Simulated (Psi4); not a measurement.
# S2F2 (SMILES FSSF) at SVWN5/6-311+G(d,p)

Aim: the energy change on altering one bond length of S2F2 at SVWN5/6-311+G**, from 2 runs. 

The results are computed with Psi4 1.11.

## Step 1: Starting point

The species is S2F2 (4 atoms), meant as a singlet with charge 0. As SMILES, `FSSF`. The shape is that of a PBE0-D4/def2-TZVP optimisation.

Bond lengths: F1–S2 1.631 Å, S2–S3 1.890 Å, S3–F4 1.631 Å. Angles: F1–S2–S3 108.6°, S2–S3–F4 108.6°.

## Step 2: Energy and gradient at SVWN5/6-311+G(d,p)

run.py

```python
import psi4

psi4.set_memory(2200000000)
psi4.set_num_threads(1)
psi4.set_output_file('f2s2.out', False)

molecule = psi4.geometry("""
0 1
F     -1.783750    -0.199930    -0.621590
S     -0.467670     0.764150    -0.632370
S      1.044990    -0.276390    -0.184720
F      1.206410    -0.287820     1.438680
symmetry c1
no_reorient
no_com
""")

psi4.set_options({
    'basis': '6-311+G**',
    'puream': True,
    'e_convergence': 1e-09,
    'd_convergence': 1e-08,
    'scf_type': 'pk',
    'dft_radial_points': 99,
    'dft_spherical_points': 590,
})

energy_value, wavefunction = psi4.gradient("scf", dft_functional={"name": "SVWN5", "x_functionals": {"LDA_X": {}}, "c_functionals": {"LDA_C_VWN": {}}}, return_wfn=True)
print('gradient / Eh bohr^-1')
print(energy_value.np.round(6))
print(f'energy = {wavefunction.energy():.10f} Eh')
```

Run with:

```console
python run.py
```

f2s2.out:

```text
[...]
  Running in c1 symmetry.
[...]
  Nuclear repulsion =  230.128319113788450
[...]
  Multiplicity = 1
[...]
  Nalpha       = 25
  Nbeta        = 25
[...]
    Number of basis functions: 104
[...]
   @RKS iter   1:  -992.06183249759295    9.39037e-02   6.03798e-03 ADIIS/DIIS
[...]
   @RKS iter  12:  -992.14559491972227   -1.02318e-12   6.93016e-09 DIIS
[...]
    Orbital Energies [Eh]
    ---------------------
    Doubly Occupied:
       1A    -87.836065     2A    -87.836063     3A    -24.117728
       4A    -24.117725     5A     -7.753789     6A     -7.753658
       7A     -5.812372     8A     -5.812136     9A     -5.805038
      10A     -5.804447    11A     -5.796919    12A     -5.796919
      13A     -1.134039    14A     -1.128843    15A     -0.808414
      16A     -0.630365    17A     -0.521193    18A     -0.463100
      19A     -0.453039    20A     -0.420915    21A     -0.419569
      22A     -0.399418    23A     -0.332353    24A     -0.283399
      25A     -0.276856
[...]
  @RKS Final Energy:  -992.14559491972227
   => Energetics <=
    Nuclear Repulsion Energy =            230.1283191137884501
    One-Electron Energy =               -1835.1747791649381725
    Two-Electron Energy =                 681.1376661761698870
    DFT Exchange-Correlation Energy =     -68.2368010447423501
    Empirical Dispersion Energy =           0.0000000000000000
    VV10 Nonlocal Energy =                  0.0000000000000000
    Total Energy =                       -992.1455949197222708
[...]
 Multipole Moments:
 ------------------------------------------------------------------------------------
     Multipole            Electronic (a.u.)      Nuclear  (a.u.)        Total (a.u.)
 ------------------------------------------------------------------------------------
 L = 1.  Multiply by 2.5417464519 to convert [e a0] to [Debye]
 Dipole X            :         -7.2912511            7.6364967            0.3452455
 Dipole Y            :         -6.1606316            6.4522998            0.2916681
 Dipole Z            :         10.3199348          -10.8085342           -0.4885994
 Magnitude           :                                                    0.6655781
[...]
  -Total Gradient:
     Atom            X                  Y                   Z
    ------   -----------------  -----------------  -----------------
       1        0.021395465534     0.014368872964     0.000232363880
       2       -0.011871582375    -0.019712177525     0.003289229143
       3       -0.005982099812     0.004628047424     0.021982086169
       4       -0.003527926609     0.000726959961    -0.025523285515
[...]
```

On the terminal:

```text
gradient / Eh bohr^-1
[[ 0.021395  0.014369  0.000232]
 [-0.011872 -0.019712  0.003289]
 [-0.005982  0.004628  0.021982]
 [-0.003528  0.000727 -0.025523]]
energy = -992.1455949197 Eh
```

It took 14 s on 1 thread of AMD EPYC 7R43 (Zen 3), shared host; peak memory 0.55 GiB.

## Step 3: The distorted shape: the energy at SVWN5/6-311+G(d,p)

job.py

```python
import psi4

psi4.set_memory('2200 MB')
psi4.set_num_threads(1)
psi4.core.set_output_file('psi4.out', False)

molecule = psi4.geometry("""
0 1
F     -1.912886    -0.190786    -1.920308
S     -0.596806     0.773294    -1.931088
S      0.915854    -0.267246    -1.483438
F      1.206410    -0.287820     1.438680
symmetry c1
no_reorient
no_com
""")

psi4.set_options({
    'basis': '6-311+G**',
    'puream': True,
    'e_convergence': 1e-09,
    'd_convergence': 1e-08,
    'scf_type': 'pk',
    'dft_radial_points': 99,
    'dft_spherical_points': 590,
})

E, wfn = psi4.energy('scf', dft_functional={"name": "SVWN5", "x_functionals": {"LDA_X": {}}, "c_functionals": {"LDA_C_VWN": {}}}, return_wfn=True)
psi4.oeprop(wfn, 'DIPOLE', 'LOWDIN_CHARGES', 'MAYER_INDICES')
print(f'scf energy: {E:.10f} Eh')
```

Run with:

```console
python job.py
```

psi4.out:

```text
[...]
  Running in c1 symmetry.
[...]
  Nuclear repulsion =  199.515333393122233
[...]
  Multiplicity = 1
[...]
  Nalpha       = 25
  Nbeta        = 25
[...]
    Number of basis functions: 104
[...]
   @RKS iter   1:  -991.71959340235765    3.35686e-02   8.55157e-03 DIIS/ADIIS
[...]
   @RKS iter  32:  -992.05232776239541   -2.27374e-12   7.08269e-10 DIIS
[...]
    Orbital Energies [Eh]
    ---------------------
    Doubly Occupied:
       1A    -87.913783     2A    -87.846234     3A    -24.173706
       4A    -23.996217     5A     -7.828093     6A     -7.765312
       7A     -5.885588     8A     -5.877534     9A     -5.875080
      10A     -5.820088    11A     -5.818649    12A     -5.810264
      13A     -1.184242    14A     -0.926155    15A     -0.855836
      16A     -0.661126    17A     -0.527906    18A     -0.488622
      19A     -0.485478    20A     -0.396270    21A     -0.384114
      22A     -0.335326    23A     -0.286131    24A     -0.253506
      25A     -0.252592
[...]
  @RKS Final Energy:  -992.05232776239541
   => Energetics <=
    Nuclear Repulsion Energy =            199.5153333931222335
    One-Electron Energy =               -1773.6334401757771957
    Two-Electron Energy =                 650.1004757638058891
    DFT Exchange-Correlation Energy =     -68.0346967435464194
    Empirical Dispersion Energy =           0.0000000000000000
    VV10 Nonlocal Energy =                  0.0000000000000000
    Total Energy =                       -992.0523277623954073
[...]
 Multipole Moments:
 ------------------------------------------------------------------------------------
     Multipole            Electronic (a.u.)      Nuclear  (a.u.)        Total (a.u.)
 ------------------------------------------------------------------------------------
 L = 1.  Multiply by 2.5417464519 to convert [e a0] to [Debye]
 Dipole X            :          1.8437041           -2.3688019           -0.5250979
 Dipole Y            :         -6.4969737            7.1607657            0.6637920
 Dipole Z            :        108.9296585         -111.4316089           -2.5019504
 Magnitude           :                                                    2.6412314
[...]
```

The script printed:

```text
scf energy: -992.0523277624 Eh
```

Run time: 17 s. Hardware: 1 thread of AMD EPYC 7R43 (Zen 3), shared host; peak memory 0.55 GiB.

## Step 4: What came out

Level: SVWN5/6-311+G**.

```
                                                         quantity          value
                                        first shape: total energy  -992.14559 Eh
                                       first shape: dipole moment         1.69 D
                                         first shape: HOMO energy       -7.53 eV
                                         first shape: LUMO energy       -3.10 eV
                                       first shape: HOMO–LUMO gap        4.44 eV
                            first shape: largest force on an atom     1.325 eV/Å
                                    distorted shape: total energy  -992.05233 Eh
                                   distorted shape: dipole moment         6.71 D
                                     distorted shape: HOMO energy       -6.87 eV
                                     distorted shape: LUMO energy       -6.82 eV
                                   distorted shape: HOMO–LUMO gap        0.05 eV
energy change with the S3–F4 bond stretched from 1.631 to 2.937 Å       2.538 eV
```

In words: One bond (distorted shape) is far stretched, which a spin-restricted single reference describes badly; a broken-symmetry solution may lie lower. With the S3–F4 bond stretched from 1.631 to 2.937 Å the energy rises by 2.54 eV (245 kJ/mol). The first shape isn't relaxed at this level, so the change isn't measured from a minimum. A restricted reference can't describe the breaking bond well at this length. The largest force (first shape) is 1.33 eV/Å: the shape isn't a stationary point for this species at this level.
